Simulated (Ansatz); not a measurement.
## HAlSi, triplet: bend scan

Starting geometry (PBE0/def2-TZVP stationary point for this spin, not checked as a minimum):

```xyz
3

Si    0.0000    0.0000    2.0886
Al    0.0000    0.0000   -0.2449
H     0.0000    0.0000   -1.8437
```

From there the angle named below is changed in its plane at fixed bond lengths, both arms turning rigidly about the middle atom; atoms are numbered as listed. Energies are in kJ/mol, counted from the starting geometry at the same level. Kohn–Sham curves are unrestricted where that lies lower.

Basis 6-31G; Ansatz 0.2.0. Correlated methods freeze the noble-gas cores.

Full CI is exact within this basis and frozen core; it isn't the basis-set limit.

```tsv
angle Si1-Al2-H3 (°)	wB97M-V
68.6	67.3
90.0	71.4
103.4	57.7
123.0	34.2
137.7	19.3
161.8	3.7
180.0	0.0
```

Estimate the full CI curve in 6-31G from this one, knowing how wB97M-V errs.

The computed full CI values, in kJ/mol from the starting point, and the error of wB97M-V against them:
```
angle Si1-Al2-H3 (°)  full CI  wB97M-V less full CI
                68.6     51.6                  15.7
                90.0     49.0                  22.4
               103.4     33.2                  24.5
               123.0     13.4                  20.7
               137.7      4.9                  14.4
               161.8      0.2                   3.5
               180.0      0.0                   0.0
```

The error spans 24.5 kJ/mol and is largest, 24.5 kJ/mol, at 103.4 °.

In so small a basis the reference is far from its limit while semilocal and hybrid functionals are nearer theirs, so the functionals' errors here hold much of the reference's basis and frozen-core error, which can add to them or hide them.
